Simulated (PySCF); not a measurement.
System: C3H3, net charge -1, singlet state. It need not be the lowest isomer of its formula. Whether it binds its extra electron was not tested at this geometry. 
Structure (B3LYP-D3(BJ)/def2-TZVP (Ansatz) minimum search):
```
C
H 1 1.0983
H 1 1.0983 2 111.66
C 1 1.4657 2 122.00 3 -156.99
C 4 1.3178 1 71.60 2 -102.68
H 4 1.0858 5 146.13 1 180.00
```
Charge -1, spin multiplicity 1.

Dispersion corrections to the total energy (kcal/mol) from the dftd3 and dftd4 libraries through PySCF: D3(BJ) without and D4 with the three-body term, each with the damping fitted for the functional named.

```
functional  D3(BJ)     D4
----------  ------  -----
B2PLYP       -1.41  -1.58
BP86         -2.74  -2.89
BLYP         -3.93  -5.37
B2GP-PLYP    -1.05  -0.91
PW6B95           ?  -2.10
PBE          -1.84      ?
PBE0         -1.52      ?
```

### Question
Some entries are withheld; supply them.

### Answer

- PW6B95, D3(BJ): -0.80
- PBE, D4: -2.29
- PBE0, D4: -1.87
